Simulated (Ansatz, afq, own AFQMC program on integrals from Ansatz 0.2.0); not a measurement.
**H₂O (singlet): quantum Monte Carlo beside coupled cluster, 6-31G**

An exercise on one series of results from a longer session: the logs are not shown, and one member is left open.

Computed with Ansatz 0.2.0, Gaussian basis, and an in-house AFQMC program (afq) on its integrals; all values are calculated. Level: 6-31G, frozen cores.

The runs, in order: Full CI; PBE (unrestricted); r2SCAN (unrestricted); PBE0 (unrestricted); B3LYP (unrestricted); wB97M-V (unrestricted); B2PLYP (unrestricted); CCSD(T) on RHF; Full CI; CCSDT(Q) on RHF; CCSDTQ on RHF; Phaseless AFQMC, CISD trial on RHF; Free-projection AFQMC, CISD trial on RHF; UHF.

2 further runs of the same task are left out: 2 that didn't finish.

## The system

The geometry is a PBE0/def2-TZVP stationary point (not a proven minimum).

3 atoms, charge 0, spin multiplicity 1.

Atoms are counted from 1 here; the program's logs count them from 0.

Bond lengths: O1–H2 0.960 Å, O1–H3 0.960 Å. Angles: H2–O1–H3 105.1°.

Set-up of the first run:

File in.yaml:

```yaml
crystal:
  periodic: [false, false, false]
  atoms:
    - {symbol: O, position_ang: [0.000000, -0.065318, 0.000000]}
    - {symbol: H, position_ang: [0.000000, 0.518410, -0.761550]}
    - {symbol: H, position_ang: [0.000000, 0.518410, 0.761550]}
basis:
  gaussian: {orbitals: 6-31G}
correlation: {method: fci, electrons: outside_noble_gas}
```

The run is started by

```sh
$ ansatz run in.yaml --threads 1 --pin off --events-out ev --progress --plain --max-ram 1843MiB
```

Steps of the session up to this table: Full CI; PBE (unrestricted); r2SCAN (unrestricted); PBE0 (unrestricted); B3LYP (unrestricted); wB97M-V (unrestricted); B2PLYP (unrestricted); CCSD(T) on RHF; CCSDT(Q) on RHF; CCSDTQ on RHF; Phaseless AFQMC, CISD trial on RHF; Free-projection AFQMC, CISD trial on RHF; UHF.

One table of the session follows, with a row left open; its other results are not shown here.

It belongs to the step «AFQMC on the ladder». On the RHF determinant, counted from full CI (exact for this spin and basis):

```
                                                    level  from full CI (kcal/mol)
                                                       HF                   +85.41
                                                      MP2                    +5.13
                                                     CCSD                        ?
                                                  CCSD(T)                    +0.33
                                                 CCSDT(Q)                    -0.01
                                                   CCSDTQ                    +0.01
                                                  full CI                     0.00
     Phaseless AFQMC, CISD trial, step 0.005, 200 walkers                     0.00
Free-projection AFQMC, CISD trial, step 0.03, 200 walkers                    +0.04
```

Estimate the missing values for CCSD.

**Answer.** from full CI (kcal/mol): +0.95. In the column «from full CI (kcal/mol)» it lies between CCSD(T) (+0.33) and MP2 (+5.13).

Caveats from the session: On RHF the phaseless walk with the CISD trial lies 0.00 kcal/mol from full CI, within three error bars.
